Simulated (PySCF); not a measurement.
nitrous oxide anion (N2O), SMILES N#[N+][O-] (connectivity only; charge and spin as stated), charge -1, multiplicity 2.

Geometry optimised at B3LYP-D3(BJ)/def2-TZVPD. The spin state was assumed, not searched.

Computed with PySCF with PBE/def2-TZVPD.

 A positive occupied level means that this level leaves the electron formally unbound; only the finite basis holds it.

Computed frontier levels, dipole moment and polarisability:
α spin, highest occupied and lowest empty level: 2.36 and 5.10 eV
β spin, highest occupied and lowest empty level: 0.72 and 3.49 eV
dipole moment about the centre of nuclear charge: 0.59 D
mean static polarisability: 38.9 bohr³ (5.76 Å³)
polarisability, principal values: 26.3, 35.0, 55.3 bohr³
⟨S²⟩: 0.752 (pure state 0.75)
